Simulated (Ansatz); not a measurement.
# CH5FSi (SMILES FC[SiH3]): a relaxation

Aim: see where a relaxation from this start ends.

Program: Ansatz 0.2.0, Gaussian basis. Level of theory: PBE-D4/def2-SVP. These are calculated values, not measurements.

### Step 1. The starting structure

The start, displaced at random: SMILES `FC[SiH3]`, 8 atoms, charge 0, spin multiplicity 1.

Atoms are counted from 1 here; the program's logs count them from 0.

Bond lengths: F1–C2 1.340 Å, C2–Si3 1.931 Å, C2–H4 1.072 Å, C2–H5 1.016 Å, Si3–H6 1.271 Å, Si3–H7 1.585 Å, Si3–H8 1.428 Å. Angles: F1–C2–Si3 110.9°, F1–C2–H4 94.1°, F1–C2–H5 105.5°, Si3–C2–H4 101.3°, Si3–C2–H5 124.0°, H4–C2–H5 117.2°, C2–Si3–H6 103.7°, C2–Si3–H7 101.7°, C2–Si3–H8 114.7°, H6–Si3–H7 109.5°, H6–Si3–H8 118.7°, H7–Si3–H8 107.2°.

Geometry (Å):

```
F    -0.71040   -0.30565   -1.66695
C    -0.35607    0.58398   -0.72969
Si    0.48417   -0.29500    0.77041
H    -1.35642    0.71273   -0.36531
H     0.05788    1.36167   -1.23669
H     0.67574    0.64581    1.60313
H     1.87149   -0.74009    0.14629
H    -0.17725   -1.47958    1.21455
```

### Step 2. The relaxation

The input, run/in.yaml:

```yaml
crystal:
  periodic: [false, false, false]
  atoms:
    - {symbol: F, position_ang: [-0.710404, -0.305650, -1.666955]}
    - {symbol: C, position_ang: [-0.356070, 0.583979, -0.729688]}
    - {symbol: Si, position_ang: [0.484174, -0.294998, 0.770406]}
    - {symbol: H, position_ang: [-1.356418, 0.712733, -0.365311]}
    - {symbol: H, position_ang: [0.057875, 1.361669, -1.236693]}
    - {symbol: H, position_ang: [0.675742, 0.645811, 1.603128]}
    - {symbol: H, position_ang: [1.871492, -0.740093, 0.146294]}
    - {symbol: H, position_ang: [-0.177255, -1.479580, 1.214552]}
basis:
  gaussian: {orbitals: def2-SVP}
hamiltonian: {xc: pbe, dispersion: d4}
relax: {f_tol: 0.01, max_steps: 30, max_displacement: 0.05}
```

Launch:

```console
> ansatz run in.yaml --threads 2 --pin off --events-out ev --progress --plain --max-ram 3481MiB
```

What does the calculation give? Wanted: energy change; last largest force; RMSD from the start.

As calculated:

| quantity | value |
| --- | --- |
| steps | 8 |
| energy change | -1.593 eV |
| last largest force | 0.0035 eV/Å |
| RMSD from the start | 0.130 Å |

What this shows: It converged in 8 steps at a force tolerance of 0.01 eV/Å.
